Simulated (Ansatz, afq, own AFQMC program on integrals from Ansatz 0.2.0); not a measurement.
Two steps: Ansatz 0.2.0 writes the Fock matrix and Cholesky factors of the valence space, and afq projects on them the lowest state that overlaps trial and start.

```yaml
crystal:
  periodic: [false, false, false]
  atoms:
    - {symbol: B, position_ang: [0.000000, 1.738721, -3.669291]}
    - {symbol: Al, position_ang: [0.000000, -0.722469, -0.488249]}
    - {symbol: Cl, position_ang: [0.000000, 0.019632, 1.490492]}
basis:
  gaussian: {orbitals: cc-pVDZ}
magnetization: {spin_polarized: true, initial_magnetization: 1}
correlation: {method: ccsd_t, electrons: outside_noble_gas, hamiltonian_folder: ham}
```

```sh
$ ansatz run in.yaml --threads 1 --pin off --events-out ev --progress --plain --max-ram 1382MiB
```

afq runs on the folder ham with

```
--method phaseless --trial hf --walkers 120 --populations 1 --least-time 40 --time-step 0.005 --steps-per-block 20 --equilibration-blocks 160 --max-blocks 600 --target-error 0.00258 --factor-cut 1e-05 --start spin_pure --seed 2314 --taylor-order 6
```

Times are imaginary, in 1/Eh. The walk had a cap of 1701 s.

Output of the walk:

```
orbitals 39  electrons 7 6  factors 267 of 509
reference energy -726.01448351 Eh
CCSD correlation -0.26170312 Eh in 23 cycles, weight of the determinant in the CISD state 0.8298
energy of the start -726.014633 Eh
 block  time / (1/Eh)  mean weight  energy / Eh
     1     0.100  0.9998  -726.064401
     2     0.200  1.0020  -726.100334
     3     0.300  1.0004  -726.131665
     4     0.400  1.0024  -726.163984
     5     0.500  1.0018  -726.189990
     7     0.700  1.0003  -726.209508
     9     0.900  0.9997  -726.218645
    15     1.500  0.9986  -726.246169
    43     4.300  1.0002  -726.289043
    71     7.100  0.9999  -726.273801
    99     9.900  1.0003  -726.285709
   127    12.700  1.0010  -726.278583
   155    15.500  0.9992  -726.267361
   183    18.300  1.0003  -726.279606
   211    21.100  1.0000  -726.264462
   239    23.900  0.9985  -726.267353
   267    26.700  1.0020  -726.232299
   295    29.500  1.0006  -726.253562
   323    32.300  0.9999  -726.288784
   351    35.100  0.9997  -726.260525
   379    37.900  1.0024  -726.266349
   407    40.700  0.9999  -726.275493
   421    42.100  1.0012  -726.301862
   435    43.500  1.0017  -726.279226
   463    46.300  1.0023  -726.287933
   491    49.100  1.0018  -726.266607
   519    51.900  0.9977  -726.266481
   547    54.700  0.9997  -726.267003
blocks merged  error / Eh  count
     1  0.000789  400
     2  0.001031  200
     4  0.001345  100
     8  0.001590  50
    16  0.001908  25
    32  0.002007  12
energy -726.271024 +/- 0.001908 Eh
(rows thinned)
```

The run passed its tests (sampling time, drift between the halves within three errors, error under three times the target), which doesn't prove that it has relaxed.

Against this walk (error 51.9 meV) on the same determinant: CCSD(T) 291.7 meV lower, CCSDT(Q) 330.1 meV lower, a separate phaseless walk with a CISD trial and standard settings 309.5 ± 54.6 meV lower. The error is statistical and leaves out the bias of the constraint. CCSDT(Q) is the surest value here, so the walk's 330 meV above it is most likely the bias of the constraint with this trial, which can have either sign.

Cautions: constraint bias not in the error.

The walk took 3 min on 1 thread of Intel(R) Xeon(R) 6975P-C (Granite Rapids), with other jobs on the host. The log's last line is the phaseless energy.

CCSDT and higher add their correlation energy to the determinant of the CCSD(T) run, since their own runs factorise the integrals more tightly (a shift of under 2 meV). A walk keeps the symmetry of its determinant, which the program's search chose and which needn't be the lowest solution, so a lower state of the same spin and another symmetry isn't excluded.
